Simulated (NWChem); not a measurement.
# nitrogen dioxide (NO2, doublet); SMILES [O]N=O

```xyz
3

O     -1.0919     0.0000    -0.1392
N      0.0000     0.0000     0.3154
O      1.0919     0.0000    -0.1392
```
Atoms are numbered in this order, from 1.

All runs: NWChem. Spin-unrestricted. In the optimisation the excess spin sits in a1 (C2v, its own frame). All runs use the structure optimised with PBE0-D3(BJ)/def2-TZVP, spin-unrestricted. No stability test was run on the SCF state. Solvent water, SMD (1 M gas to 1 M solution), gas-phase geometry. Reactions with the solvent are ignored.

Problem. Taking PBE0/def2-QZVP as the yardstick, which of these has the fewest basis functions while keeping “dipole in solution (D)” within 0.1 D of it: PBE0/pcseg-2; PBE0/def2-TZVPP; PBE0/aug-pcseg-1; PBE0/pcseg-1; PBE0/3-21G?

Solution. PBE0/pcseg-1.
```csv
level,basis functions,dipole in solution (D)
PBE0/3-21G,27,0.30
PBE0/pcseg-1,42,0.45
PBE0/aug-pcseg-1,69,0.41
PBE0/pcseg-2,90,0.43
PBE0/def2-TZVPP,93,0.41
PBE0/def2-QZVP,171,0.42
```

The yardstick is one finite set, not the basis-set limit.
